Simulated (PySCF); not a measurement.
C5H8: calculation and literature

Molfile (atoms numbered from 1):
```
C5H8
     RDKit          3D

 13 12  0  0  0  0  0  0  0  0999 V2000
    2.3147   -0.0618    0.4665 C   0  0  0  0  0  0  0  0  0  0  0  0
    1.2021    0.3490   -0.1244 C   0  0  0  0  0  0  0  0  0  0  0  0
    0.0143   -0.5158   -0.4133 C   0  0  0  0  0  0  0  0  0  0  0  0
   -1.2089   -0.0479    0.3124 C   0  0  0  0  0  0  0  0  0  0  0  0
   -2.3224    0.3692   -0.2723 C   0  0  0  0  0  0  0  0  0  0  0  0
    2.4396   -1.0942    0.7790 H   0  0  0  0  0  0  0  0  0  0  0  0
    3.1401    0.6141    0.6568 H   0  0  0  0  0  0  0  0  0  0  0  0
    1.1078    1.3922   -0.4188 H   0  0  0  0  0  0  0  0  0  0  0  0
   -0.1893   -0.5184   -1.4901 H   0  0  0  0  0  0  0  0  0  0  0  0
    0.2458   -1.5469   -0.1232 H   0  0  0  0  0  0  0  0  0  0  0  0
   -1.1415   -0.0475    1.3985 H   0  0  0  0  0  0  0  0  0  0  0  0
   -2.4210    0.3877   -1.3535 H   0  0  0  0  0  0  0  0  0  0  0  0
   -3.1757    0.7043    0.3054 H   0  0  0  0  0  0  0  0  0  0  0  0
  1  2  2  0
  2  3  1  0
  3  4  1  0
  4  5  2  0
  1  6  1  0
  1  7  1  0
  2  8  1  0
  3  9  1  0
  3 10  1  0
  4 11  1  0
  5 12  1  0
  5 13  1  0
M  END
```

What is known from experiment: δ 1H H8/H11 5.71 ppm (measured; solution, not stated per compound (mostly CDCl3 or CCl4); Pretsch, Buehlmann, Badertscher, Structure Determination of Organic Compounds, 4th ed. (2009)). Coupling constants: 3J(H8,H7) (cis) 10.3 Hz, 3J(H8,H6) (trans) 16.9 Hz, 2J(H6,H7) 2.2 Hz.

PySCF calculation with NMR shieldings at B97-2/pcSseg-2/GIAO, B3LYP/pcJ-2 coupling constants (without the spin–dipole term) and PBE0-D3(BJ)/def2-TZVP geometry; averaged over atoms made equivalent by symmetry, fast rotation or ring inversion, non-relativistic, a single conformation, gas phase.

Question: How close does the calculation come?

Answer: 
Reference values: measured (solution, not stated per compound (mostly CDCl3 or CCl4); Pretsch, Buehlmann, Badertscher, Structure Determination of Organic Compounds, 4th ed. (2009)).
| atoms | quantity | reference | computed | computed, scaled |
| --- | --- | --- | --- | --- |
| H8/H11 | δ 1H | 5.71 | 6.02 | 5.80 |

Computed shifts are σ(ref) − σ with the named reference compound (TMS for H and C) calculated as an isolated molecule at the same level. The measured values may be among those fitted. Expected solution values come from regression of measured δ (H and C: mostly CDCl3, vs TMS) on computed σ: 1H (scatter 0.14 ppm rms, 0.16 ppm with the 5 outliers that the fit left out). A few per cent of atoms miss by over 2 rms, more outside the fitted compound classes.

Coupling constants in Hz:
| coupling | reference | computed | source |
| --- | --- | --- | --- |
| 3J(H8,H7) cis | 10.3 | 11.6 | measured; solution (compiled); Pretsch, Buehlmann, Badertscher, Structure Determination of Organic Compounds, 4th ed., Springer 2009 |
| 3J(H8,H6) trans | 16.9 | 18.0 | measured; solution (compiled); Pretsch, Buehlmann, Badertscher, Structure Determination of Organic Compounds, 4th ed., Springer 2009 |
| 2J(H6,H7) | 2.2 | 2.6 | measured; solution (compiled); Pretsch, Buehlmann, Badertscher, Structure Determination of Organic Compounds, 4th ed., Springer 2009 |

4 of the 6 published NMR values on file for this molecule are compared.

Couplings across =CH–CH2 type bonds come from one rotamer and its mirror image, and can be 1–2 Hz further off.
